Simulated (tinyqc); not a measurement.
UHF in the sto-3g basis, for H2O, spin multiplicity 1, step by step (part 2 of 2). Computed by tinyqc, a small Python program that keeps every step (integrals from PySCF). Command: `OMP_NUM_THREADS=1 python tinyqc.py 29516 29517 out.jsonl` (the two numbers bound the seeds that draw the settings). One thread of a shared host (Intel(R) Xeon(R) Processor @ 2.60GHz), about 0.2 s of CPU time with the checks.

Geometry (angstrom):
```
atom         x          y         z
O     0.000000   0.000000  0.000000
H     0.000000   0.967000  0.820000
H     0.000000  -0.956000  0.810000
```

## Iteration 2: building the Fock matrix

D(alpha) after iteration 1, order 1O 1s, 1O 2s, 1O 2px, 1O 2py, 1O 2pz, 2H 1s, 3H 1s:
```
[[1.044032, -0.187312, 0.000855, -0.001086, 0.045808, -0.043852, -0.045580],
 [-0.187312, 0.818553, -0.003883, 0.004468, -0.188677, 0.113409, 0.118259],
 [0.000855, -0.003883, 0.961179, -0.121164, -0.003986, 0.148756, -0.137525],
 [-0.001086, 0.004468, -0.121164, 0.706387, 0.001465, 0.160193, -0.161608],
 [0.045808, -0.188677, -0.003986, 0.001465, 0.801003, 0.123391, 0.125532],
 [-0.043852, 0.113409, 0.148756, 0.160193, 0.123391, 0.202271, -0.024322],
 [-0.045580, 0.118259, -0.137525, -0.161608, 0.125532, -0.024322, 0.200283]]
```

D(beta) after iteration 1, order 1O 1s, 1O 2s, 1O 2px, 1O 2py, 1O 2pz, 2H 1s, 3H 1s:
```
[[1.044032, -0.187312, -0.000855, -0.001086, 0.045808, -0.043852, -0.045580],
 [-0.187312, 0.818553, 0.003883, 0.004468, -0.188677, 0.113409, 0.118259],
 [-0.000855, 0.003883, 0.961179, 0.121164, 0.003986, -0.148756, 0.137525],
 [-0.001086, 0.004468, 0.121164, 0.706387, 0.001465, 0.160193, -0.161608],
 [0.045808, -0.188677, 0.003986, 0.001465, 0.801003, 0.123391, 0.125532],
 [-0.043852, 0.113409, -0.148756, 0.160193, 0.123391, 0.202271, -0.024322],
 [-0.045580, 0.118259, 0.137525, -0.161608, 0.125532, -0.024322, 0.200283]]
```

core Hamiltonian H = T + V (hartree), order 1O 1s, 1O 2s, 1O 2px, 1O 2py, 1O 2pz, 2H 1s, 3H 1s:
```
[[-32.454955, -7.549851, 0.000000, 0.000163, -0.011579, -0.833396, -0.862479],
 [-7.549851, -9.082119, 0.000000, 0.001938, -0.144372, -2.133007, -2.191568],
 [0.000000, 0.000000, -7.246537, 0.000000, 0.000000, 0.000000, 0.000000],
 [0.000163, 0.001938, 0.000000, -7.319959, 0.000987, -1.255960, 1.286190],
 [-0.011579, -0.144372, 0.000000, 0.000987, -7.299288, -1.097719, -1.122733],
 [-0.833396, -2.133007, 0.000000, -1.255960, -1.097719, -4.045148, -0.725801],
 [-0.862479, -2.191568, 0.000000, 1.286190, -1.122733, -0.725801, -4.082105]]
```

nuclear repulsion = 6.99278119 hartree

Given earlier and not repeated: Two-electron integrals (ij|kl) in chemists' order.

J_ij = sum D_kl (ij|kl) with D = D(alpha) + D(beta), K_ij = sum D_kl (ik|jl) for each spin; F = H + J - K(s); E = tr D H + tr D J / 2 - 0.5 sum_s tr D(s) K(s) + E_nn.

Coulomb J (hartree), order 1O 1s, 1O 2s, 1O 2px, 1O 2py, 1O 2pz, 2H 1s, 3H 1s:
```
[[17.582858, 3.324051, 0.000000, 0.000244, -0.009450, 0.364967, 0.377712],
 [3.324051, 8.272290, 0.000000, 0.000727, -0.002541, 1.921032, 1.973904],
 [0.000000, 0.000000, 8.264515, 0.000000, 0.000000, 0.000000, 0.000000],
 [0.000244, 0.000727, 0.000000, 8.262626, -0.000288, 1.225345, -1.255052],
 [-0.009450, -0.002541, 0.000000, -0.000288, 8.266418, 1.043616, 1.068201],
 [0.364967, 1.921032, 0.000000, 1.225345, 1.043616, 4.171773, 0.660208],
 [0.377712, 1.973904, 0.000000, -1.255052, 1.068201, 0.660208, 4.208959]]
```

exchange K(alpha) (hartree), order 1O 1s, 1O 2s, 1O 2px, 1O 2py, 1O 2pz, 2H 1s, 3H 1s:
```
[[4.883815, 0.843544, 0.000047, -0.000077, 0.003083, 0.095934, 0.099232],
 [0.843544, 1.290593, -0.001993, 0.001211, -0.068443, 0.360917, 0.370544],
 [0.000047, -0.001993, 1.098871, -0.065419, -0.002491, 0.033493, -0.030969],
 [-0.000077, 0.001211, -0.065419, 0.992278, -0.000420, 0.228350, -0.232674],
 [0.003083, -0.068443, -0.002491, -0.000420, 1.034881, 0.186115, 0.190081],
 [0.095934, 0.360917, 0.033493, 0.228350, 0.186115, 0.374989, 0.104911],
 [0.099232, 0.370544, -0.030969, -0.232674, 0.190081, 0.104911, 0.383283]]
```

exchange K(beta) (hartree), order 1O 1s, 1O 2s, 1O 2px, 1O 2py, 1O 2pz, 2H 1s, 3H 1s:
```
[[4.883815, 0.843544, -0.000047, -0.000077, 0.003083, 0.095934, 0.099232],
 [0.843544, 1.290593, 0.001993, 0.001211, -0.068443, 0.360917, 0.370544],
 [-0.000047, 0.001993, 1.098871, 0.065419, 0.002491, -0.033493, 0.030969],
 [-0.000077, 0.001211, 0.065419, 0.992278, -0.000420, 0.228350, -0.232674],
 [0.003083, -0.068443, 0.002491, -0.000420, 1.034881, 0.186115, 0.190081],
 [0.095934, 0.360917, -0.033493, 0.228350, 0.186115, 0.374989, 0.104911],
 [0.099232, 0.370544, 0.030969, -0.232674, 0.190081, 0.104911, 0.383283]]
```

F(alpha) (hartree), order 1O 1s, 1O 2s, 1O 2px, 1O 2py, 1O 2pz, 2H 1s, 3H 1s:
```
[[-19.755912, -5.069343, -0.000047, 0.000485, -0.024112, -0.564362, -0.583999],
 [-5.069343, -2.100422, 0.001993, 0.001454, -0.078470, -0.572892, -0.588207],
 [-0.000047, 0.001993, -0.080892, 0.065419, 0.002491, -0.033493, 0.030969],
 [0.000485, 0.001454, 0.065419, -0.049611, 0.001119, -0.258965, 0.263812],
 [-0.024112, -0.078470, 0.002491, 0.001119, -0.067751, -0.240219, -0.244613],
 [-0.564362, -0.572892, -0.033493, -0.258965, -0.240219, -0.248364, -0.170504],
 [-0.583999, -0.588207, 0.030969, 0.263812, -0.244613, -0.170504, -0.256429]]
```

F(beta) (hartree), order 1O 1s, 1O 2s, 1O 2px, 1O 2py, 1O 2pz, 2H 1s, 3H 1s:
```
[[-19.755912, -5.069343, 0.000047, 0.000485, -0.024112, -0.564362, -0.583999],
 [-5.069343, -2.100422, -0.001993, 0.001454, -0.078470, -0.572892, -0.588207],
 [0.000047, -0.001993, -0.080892, -0.065419, -0.002491, 0.033493, -0.030969],
 [0.000485, 0.001454, -0.065419, -0.049611, 0.001119, -0.258965, 0.263812],
 [-0.024112, -0.078470, -0.002491, 0.001119, -0.067751, -0.240219, -0.244613],
 [-0.564362, -0.572892, 0.033493, -0.258965, -0.240219, -0.248364, -0.170504],
 [-0.583999, -0.588207, -0.030969, 0.263812, -0.244613, -0.170504, -0.256429]]
```

total energy of this density = -74.41675937 hartree

This density is a damped mixture and is not idempotent.

## Iteration 2: diagonalisation and new density

X, order 1O 1s, 1O 2s, 1O 2px, 1O 2py, 1O 2pz, 2H 1s, 3H 1s:
```
[[-0.403916, -0.022306, 0.695218, 0.000000, 0.609919, 0.004793, 0.213098],
 [0.933769, 0.038044, -0.290536, 0.000000, 0.322861, 0.005279, 0.464801],
 [0.000000, 0.000000, 0.000000, 1.000000, 0.000000, 0.000000, 0.000000],
 [-0.037152, 0.790792, 0.001854, 0.000000, -0.000270, 0.700534, -0.005957],
 [0.440542, 0.016144, 0.683653, 0.000000, -0.599130, 0.001832, 0.230467],
 [-0.539688, -0.721721, -0.221112, 0.000000, -0.183580, 0.401703, 0.386106],
 [-0.610370, 0.674624, -0.215710, 0.000000, -0.179783, -0.391599, 0.395363]]
```

overlap S, order 1O 1s, 1O 2s, 1O 2px, 1O 2py, 1O 2pz, 2H 1s, 3H 1s:
```
[[1.000000, 0.236704, 0.000000, 0.000000, 0.000000, 0.025895, 0.026799],
 [0.236704, 1.000000, 0.000000, 0.000000, 0.000000, 0.296322, 0.303610],
 [0.000000, 0.000000, 1.000000, 0.000000, 0.000000, 0.000000, 0.000000],
 [0.000000, 0.000000, 0.000000, 1.000000, 0.000000, 0.211085, -0.215378],
 [0.000000, 0.000000, 0.000000, 0.000000, 1.000000, 0.178996, 0.182485],
 [0.025895, 0.296322, 0.000000, 0.211085, 0.178996, 1.000000, 0.135092],
 [0.026799, 0.303610, 0.000000, -0.215378, 0.182485, 0.135092, 1.000000]]
```

Diagonalise F' = X^T F X, C = X C', fill 5 alpha and 5 beta electrons from the bottom; D(s) = C_occ C_occ^T; the new density keeps 0.7 of the old one (damping). Each column has its largest component positive (the first on a tie).

F' = X^T F X (alpha) (hartree):
```
[[-0.618869, -0.074478, 2.702439, -0.000280, 2.560932, 0.015479, 1.071947],
 [-0.074478, 0.462693, 0.174217, 0.096916, 0.173890, 0.111039, 0.076275],
 [2.702439, 0.174217, -7.395661, 0.001938, -8.141037, -0.070334, -4.046993],
 [-0.000280, 0.096916, 0.001938, -0.080892, -0.000315, 0.020262, 0.000413],
 [2.560932, 0.173890, -8.141037, -0.000315, -9.283819, -0.080677, -4.727656],
 [0.015479, 0.111039, -0.070334, 0.020262, -0.080677, -0.341332, -0.042020],
 [1.071947, 0.076275, -4.046993, 0.000413, -4.727656, -0.042020, -3.207549]]
```

orbital energies (alpha) (hartree): [-19.765139, -0.938520, -0.355475, -0.216666, -0.097531, 0.408471, 0.499434]

coefficients C (alpha), order 1O 1s, 1O 2s, 1O 2px, 1O 2py, 1O 2pz, 2H 1s, 3H 1s:
```
[[0.994194, -0.229205, -0.002265, 0.113053, 0.000184, -0.102950, 0.008214],
 [0.024377, 0.842159, 0.010832, -0.523449, -0.001551, 0.540516, -0.044586],
 [-0.000001, -0.001771, -0.027715, 0.002212, 0.985363, 0.022038, 0.166728],
 [-0.000067, -0.001914, 0.592395, 0.003044, -0.130788, 0.056982, 0.863841],
 [0.002636, 0.104297, -0.004946, 0.704701, -0.009452, 0.750628, -0.052423],
 [-0.003847, 0.204394, 0.483009, 0.357471, 0.126828, -0.667556, -0.583600],
 [-0.003971, 0.211207, -0.483571, 0.347636, -0.115107, -0.589409, 0.675437]]
```

F' = X^T F X (beta) (hartree):
```
[[-0.618869, -0.074478, 2.702439, 0.000280, 2.560932, 0.015479, 1.071947],
 [-0.074478, 0.462693, 0.174217, -0.096916, 0.173890, 0.111039, 0.076275],
 [2.702439, 0.174217, -7.395661, -0.001938, -8.141037, -0.070334, -4.046993],
 [0.000280, -0.096916, -0.001938, -0.080892, 0.000315, -0.020262, -0.000413],
 [2.560932, 0.173890, -8.141037, 0.000315, -9.283819, -0.080677, -4.727656],
 [0.015479, 0.111039, -0.070334, -0.020262, -0.080677, -0.341332, -0.042020],
 [1.071947, 0.076275, -4.046993, -0.000413, -4.727656, -0.042020, -3.207549]]
```

orbital energies (beta) (hartree): [-19.765139, -0.938520, -0.355475, -0.216666, -0.097531, 0.408471, 0.499434]

coefficients C (beta), order 1O 1s, 1O 2s, 1O 2px, 1O 2py, 1O 2pz, 2H 1s, 3H 1s:
```
[[0.994194, -0.229205, -0.002265, 0.113053, -0.000184, -0.102950, 0.008214],
 [0.024377, 0.842159, 0.010832, -0.523449, 0.001551, 0.540516, -0.044586],
 [0.000001, 0.001771, 0.027715, -0.002212, 0.985363, -0.022038, -0.166728],
 [-0.000067, -0.001914, 0.592395, 0.003044, 0.130788, 0.056982, 0.863841],
 [0.002636, 0.104297, -0.004946, 0.704701, 0.009452, 0.750628, -0.052423],
 [-0.003847, 0.204394, 0.483009, 0.357471, -0.126828, -0.667556, -0.583600],
 [-0.003971, 0.211207, -0.483571, 0.347636, 0.115107, -0.589409, 0.675437]]
```

D(alpha) after iteration 2, order 1O 1s, 1O 2s, 1O 2px, 1O 2py, 1O 2pz, 2H 1s, 3H 1s:
```
[[1.046946, -0.199516, 0.000868, -0.000955, 0.049584, -0.034095, -0.035501],
 [-0.199516, 0.868171, -0.004061, 0.004151, -0.216379, 0.076373, 0.080005],
 [0.000868, -0.004061, 0.964340, -0.128399, -0.005131, 0.137733, -0.126155],
 [-0.000955, 0.004151, -0.128399, 0.604886, 0.001101, 0.193207, -0.194352],
 [0.049584, -0.216379, -0.005131, 0.001101, 0.712983, 0.167263, 0.169016],
 [-0.034095, 0.076373, 0.137733, 0.193207, 0.167263, 0.267278, -0.041239],
 [-0.035501, 0.080005, -0.126155, -0.194352, 0.169016, -0.041239, 0.263968]]
```

D(beta) after iteration 2, order 1O 1s, 1O 2s, 1O 2px, 1O 2py, 1O 2pz, 2H 1s, 3H 1s:
```
[[1.046946, -0.199516, -0.000868, -0.000955, 0.049584, -0.034095, -0.035501],
 [-0.199516, 0.868171, 0.004061, 0.004151, -0.216379, 0.076373, 0.080005],
 [-0.000868, 0.004061, 0.964340, 0.128399, 0.005131, -0.137733, 0.126155],
 [-0.000955, 0.004151, 0.128399, 0.604886, 0.001101, 0.193207, -0.194352],
 [0.049584, -0.216379, 0.005131, 0.001101, 0.712983, 0.167263, 0.169016],
 [-0.034095, 0.076373, -0.137733, 0.193207, 0.167263, 0.267278, -0.041239],
 [-0.035501, 0.080005, 0.126155, -0.194352, 0.169016, -0.041239, 0.263968]]
```

## Iteration 63 (converged): orbitals

converged F(alpha) (hartree), order 1O 1s, 1O 2s, 1O 2px, 1O 2py, 1O 2pz, 2H 1s, 3H 1s:
```
[[-20.282855, -5.167044, 0.000000, 0.000223, -0.021328, -0.577482, -0.597522],
 [-5.167044, -2.393094, 0.000000, 0.001697, -0.037441, -0.598933, -0.614425],
 [0.000000, 0.000000, -0.393507, 0.000000, 0.000000, 0.000000, 0.000000],
 [0.000223, 0.001697, 0.000000, -0.177809, 0.002405, -0.304217, 0.308841],
 [-0.021328, -0.037441, 0.000000, 0.002405, -0.213876, -0.288171, -0.291860],
 [-0.577482, -0.598933, 0.000000, -0.304217, -0.288171, -0.295590, -0.165353],
 [-0.597522, -0.614425, 0.000000, 0.308841, -0.291860, -0.165353, -0.304719]]
```

converged F(beta) (hartree), order 1O 1s, 1O 2s, 1O 2px, 1O 2py, 1O 2pz, 2H 1s, 3H 1s:
```
[[-20.282855, -5.167044, 0.000000, 0.000223, -0.021328, -0.577482, -0.597522],
 [-5.167044, -2.393094, 0.000000, 0.001697, -0.037441, -0.598933, -0.614425],
 [0.000000, 0.000000, -0.393507, 0.000000, 0.000000, 0.000000, 0.000000],
 [0.000223, 0.001697, 0.000000, -0.177809, 0.002405, -0.304217, 0.308841],
 [-0.021328, -0.037441, 0.000000, 0.002405, -0.213876, -0.288171, -0.291860],
 [-0.577482, -0.598933, 0.000000, -0.304217, -0.288171, -0.295590, -0.165353],
 [-0.597522, -0.614425, 0.000000, 0.308841, -0.291860, -0.165353, -0.304719]]
```

Diagonalise F' = X^T F X, C = X C', fill 5 alpha and 5 beta electrons from the bottom; D(s) = C_occ C_occ^T. Each column has its largest component positive (the first on a tie).

F' = X^T F X (alpha) (hartree):
```
[[-0.818336, -0.080486, 2.878010, 0.000000, 2.574411, 0.016358, 1.009317],
 [-0.080486, 0.430333, 0.184266, 0.000000, 0.175254, 0.085174, 0.074939],
 [2.878010, 0.184266, -7.691703, 0.000000, -8.261763, -0.071702, -4.131068],
 [0.000000, 0.000000, 0.000000, -0.393507, 0.000000, 0.000000, 0.000000],
 [2.574411, 0.175254, -8.261763, 0.000000, -9.630694, -0.082952, -4.837820],
 [0.016358, 0.085174, -0.071702, 0.000000, -0.082952, -0.471091, -0.042644],
 [1.009317, 0.074939, -4.131068, 0.000000, -4.837820, -0.042644, -3.366352]]
```

orbital energies (alpha) (hartree): [-20.290719, -1.173032, -0.478155, -0.421291, -0.393507, 0.371919, 0.443434]

coefficients C (alpha), order 1O 1s, 1O 2s, 1O 2px, 1O 2py, 1O 2pz, 2H 1s, 3H 1s:
```
[[0.994688, -0.246432, -0.003984, 0.080284, 0.000000, -0.088147, 0.006729],
 [0.022345, 0.935296, 0.020267, -0.403362, 0.000000, 0.488047, -0.038876],
 [0.000000, 0.000000, 0.000000, 0.000000, 1.000000, 0.000000, 0.000000],
 [-0.000048, -0.001813, 0.624898, 0.021788, 0.000000, 0.054474, 0.850633],
 [0.002253, 0.050778, -0.025208, 0.712375, 0.000000, 0.748715, -0.050225],
 [-0.003379, 0.119628, 0.446536, 0.394056, 0.000000, -0.677474, -0.614176],
 [-0.003485, 0.123162, -0.470635, 0.359846, 0.000000, -0.596355, 0.703120]]
```

F' = X^T F X (beta) (hartree):
```
[[-0.818336, -0.080486, 2.878010, 0.000000, 2.574411, 0.016358, 1.009317],
 [-0.080486, 0.430333, 0.184266, 0.000000, 0.175254, 0.085174, 0.074939],
 [2.878010, 0.184266, -7.691703, 0.000000, -8.261763, -0.071702, -4.131068],
 [0.000000, 0.000000, 0.000000, -0.393507, 0.000000, 0.000000, 0.000000],
 [2.574411, 0.175254, -8.261763, 0.000000, -9.630694, -0.082952, -4.837820],
 [0.016358, 0.085174, -0.071702, 0.000000, -0.082952, -0.471091, -0.042644],
 [1.009317, 0.074939, -4.131068, 0.000000, -4.837820, -0.042644, -3.366352]]
```

orbital energies (beta) (hartree): [-20.290719, -1.173032, -0.478155, -0.421291, -0.393507, 0.371919, 0.443434]

coefficients C (beta), order 1O 1s, 1O 2s, 1O 2px, 1O 2py, 1O 2pz, 2H 1s, 3H 1s:
```
[[0.994688, -0.246432, -0.003984, 0.080284, 0.000000, -0.088147, 0.006729],
 [0.022345, 0.935296, 0.020267, -0.403362, 0.000000, 0.488047, -0.038876],
 [0.000000, 0.000000, 0.000000, 0.000000, 1.000000, 0.000000, 0.000000],
 [-0.000048, -0.001813, 0.624898, 0.021788, 0.000000, 0.054474, 0.850633],
 [0.002253, 0.050778, -0.025208, 0.712375, 0.000000, 0.748715, -0.050225],
 [-0.003379, 0.119628, 0.446536, 0.394056, 0.000000, -0.677474, -0.614176],
 [-0.003485, 0.123162, -0.470635, 0.359846, 0.000000, -0.596355, 0.703120]]
```

D(alpha) after iteration 63, order 1O 1s, 1O 2s, 1O 2px, 1O 2py, 1O 2pz, 2H 1s, 3H 1s:
```
[[1.056594, -0.240725, 0.000000, -0.000342, 0.047020, -0.002983, -0.003052],
 [-0.240725, 1.038389, 0.000000, 0.002180, -0.240313, -0.038086, -0.039571],
 [0.000000, 0.000000, 1.000000, 0.000000, 0.000000, 0.000000, 0.000000],
 [-0.000342, 0.002180, 0.000000, 0.390976, -0.000324, 0.287409, -0.286482],
 [0.047020, -0.240313, 0.000000, -0.000324, 0.510696, 0.275526, 0.274455],
 [-0.002983, -0.038086, 0.000000, 0.287409, 0.275526, 0.368997, -0.053611],
 [-0.003052, -0.039571, 0.000000, -0.286482, 0.274455, -0.053611, 0.366168]]
```

D(beta) after iteration 63, order 1O 1s, 1O 2s, 1O 2px, 1O 2py, 1O 2pz, 2H 1s, 3H 1s:
```
[[1.056594, -0.240725, 0.000000, -0.000342, 0.047020, -0.002983, -0.003052],
 [-0.240725, 1.038389, 0.000000, 0.002180, -0.240313, -0.038086, -0.039571],
 [0.000000, 0.000000, 1.000000, 0.000000, 0.000000, 0.000000, 0.000000],
 [-0.000342, 0.002180, 0.000000, 0.390976, -0.000324, 0.287409, -0.286482],
 [0.047020, -0.240313, 0.000000, -0.000324, 0.510696, 0.275526, 0.274455],
 [-0.002983, -0.038086, 0.000000, 0.287409, 0.275526, 0.368997, -0.053611],
 [-0.003052, -0.039571, 0.000000, -0.286482, 0.274455, -0.053611, 0.366168]]
```

## Convergence

Stop when the energy changes by less than 1e-10 hartree and every element of the error matrix X^T (F D S - S D F) X (for each spin) is below 3e-06.

Course of the cycle:
```
iteration   E (hartree)     change  largest element of the error matrix
1          -74.24130068          -                             3.35e-01
2          -74.41675937  -1.75e-01                             2.26e-01
3          -74.54050962  -1.24e-01                             1.64e-01
4          -74.62898518  -8.85e-02                             1.23e-01
5          -74.69357406  -6.46e-02                             8.87e-02
6          -74.74001174  -4.64e-02                             6.31e-02
7          -74.77331405  -3.33e-02                             4.45e-02
8          -74.79836095  -2.50e-02                             3.14e-02
9          -74.81680222  -1.84e-02                             2.20e-02
10         -74.83020107  -1.34e-02                             1.55e-02
11         -74.83980590  -9.60e-03                             1.09e-02
12         -74.84663988  -6.83e-03                             7.63e-03
13         -74.85147336  -4.83e-03                             5.35e-03
14         -74.85487956  -3.41e-03                             3.75e-03
...                 ...        ...                                  ...
50         -74.86289533  -9.16e-09                             9.97e-09
51         -74.86289533  -6.41e-09                             6.98e-09
52         -74.86289534  -4.49e-09                             4.89e-09
53         -74.86289534  -3.14e-09                             3.42e-09
54         -74.86289534  -2.20e-09                             2.39e-09
55         -74.86289534  -1.54e-09                             1.68e-09
56         -74.86289535  -1.08e-09                             1.17e-09
57         -74.86289535  -7.55e-10                             8.21e-10
58         -74.86289535  -5.28e-10                             5.75e-10
59         -74.86289535  -3.70e-10                             4.02e-10
60         -74.86289535  -2.59e-10                             2.82e-10
61         -74.86289535  -1.81e-10                             1.97e-10
62         -74.86289535  -1.27e-10                             1.38e-10
63         -74.86289535  -8.88e-11                             9.66e-11
```

PySCF UHF in the same basis, after a stability check = -74.86289535 hartree

Converged in 63 iterations.

## Populations, bond orders and dipole

Mulliken: Z minus the diagonal of D S on the atom; Loewdin: the same with S^(1/2) D S^(1/2); Mayer order: 2 sum_s sum (D(s) S)_ij (D(s) S)_ji over the two atoms.

Charges (e):
```
atom   Mulliken    Loewdin  Mulliken spin
1O    -0.162015  -0.122870              0
2H     0.079246   0.060213              0
3H     0.082769   0.062656              0
```

Mayer bond orders:
```
pair     order
2-1   0.990769
3-1   0.990198
3-2   0.002951
```

dipole moment about the origin, x y z (debye): [0.000000, -0.012363, 1.333071]

<S^2> of the determinant (pure state: 0) = 0.000000
